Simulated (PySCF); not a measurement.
All of these have the formula C4H4O. Method used: TDDFT PBE0/def2-SVPD, vertical, gas phase, core orbitals frozen in the response (PySCF 2.14.0, density-fitted response routines). Geometries: GFN2-xTB; one conformer of each isolated species. Triplets are in the Tamm–Dancoff approximation.

A. `C=C=CC=O`
B. `O=CC1=CC1`
C. `C#CCC=O`

Lowest singlet levels (six at most, fewer where fewer were computed) with oscillator strengths:

1. 4.31 eV (f 0.001); 5.96 eV (f 0.003); 6.22 eV (f 0.015); 6.76 eV (f 0.001); 7.02 eV (f 0.007); 7.11 eV (f 0.000); T1 3.67 eV
2. 3.62 eV (f 0.000); 4.94 eV (f 0.000); 5.73 eV (f 0.153); 6.18 eV (f 0.000); 6.25 eV (f 0.282); 7.32 eV (f 0.007); T1 3.11 eV
3. 3.29 eV (f 0.000); 4.81 eV (f 0.177); 5.28 eV (f 0.000); 6.13 eV (f 0.001); 7.45 eV (f 0.000); 7.49 eV (f 0.018); T1 2.74 eV

Question: Which spectrum belongs to which structure?

Answer: 1 = C, 2 = A, 3 = B.
- A: S1 at 3.62 eV, HOMO→LUMO (97%); Löwdin shares by element: HOMO oxygen 58%, carbon 24% or more, hydrogen 9% or more; LUMO carbon 62% or more, oxygen 21% (atoms not listed hold the other 17%); HOMO -7.53 and LUMO -1.92 eV; point group Cs, 3 of its 6 listed states under f = 0.0005.
- B: S1 at 3.29 eV, HOMO→LUMO (98%); Löwdin shares by element: HOMO oxygen 60%, carbon 23% or more, hydrogen 8% or more; LUMO carbon 67% or more, oxygen 23%; HOMO -7.75 and LUMO -2.45 eV; point group Cs, 3 of its 6 listed states under f = 0.0005.
- C: S1 at 4.31 eV, HOMO→LUMO (89%), HOMO-2→LUMO (9%); Löwdin shares by element: HOMO oxygen 45%, carbon 35% or more (atoms not listed hold the other 19%); LUMO carbon 50% or more, oxygen 34%, hydrogen 6% or more; HOMO -7.73 and LUMO -1.15 eV.
